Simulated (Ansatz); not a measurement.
```yaml
crystal:
  periodic: [false, false, false]
  atoms:
    - {symbol: C, position_ang: [-1.080634, 0.964673, -0.249349]}
    - {symbol: N, position_ang: [-0.854860, -0.036801, 0.772586]}
    - {symbol: N, position_ang: [0.460084, -0.508881, 0.926490]}
    - {symbol: C, position_ang: [1.204355, -0.793657, -0.283154]}
    - {symbol: H, position_ang: [-0.831802, 0.656875, -1.275333]}
    - {symbol: H, position_ang: [-2.137164, 1.240834, -0.226600]}
    - {symbol: H, position_ang: [-0.500337, 1.861911, -0.014980]}
    - {symbol: H, position_ang: [-1.456764, -0.837858, 0.635788]}
    - {symbol: H, position_ang: [0.957447, 0.147671, 1.513230]}
    - {symbol: H, position_ang: [1.350999, 0.060871, -0.959598]}
    - {symbol: H, position_ang: [0.699851, -1.586248, -0.843501]}
    - {symbol: H, position_ang: [2.188815, -1.169401, 0.004412]}
basis:
  gaussian: {orbitals: aug-cc-pVTZ}
hamiltonian: {xc: {name: SVWN5}}
outputs: {forces: true}
output: {forces: true}
```

```sh
$ ansatz run in.yaml --threads 4 --pin off --events-out ev --progress --plain --max-ram 10444MiB
```

Shortened log:

```
Error: YAML parse error: error: line 19 column 1: unknown field `outputs`, expected one of crystal, accuracy, basis, kpoints, hamiltonian, magnetization, projection, total_charge, correlation, batch, efield, external_charges, scf, relax, neb, saddle, md, ramp, phonons, dielectric, real_time, elastic, magnetic_configurations, gw, evaluate, workflow, output, checkpoint, execution
17 |   gaussian: {orbitals: aug-cc-pVTZ}
18 | hamiltonian: {xc: {name: SVWN5}}
19 | outputs: {forces: true}
20 | output: {forces: true}
```

(1) What is wrong with this run?

## Answers

(1) The input holds a key that doesn't belong there. The input was rejected before any iteration.
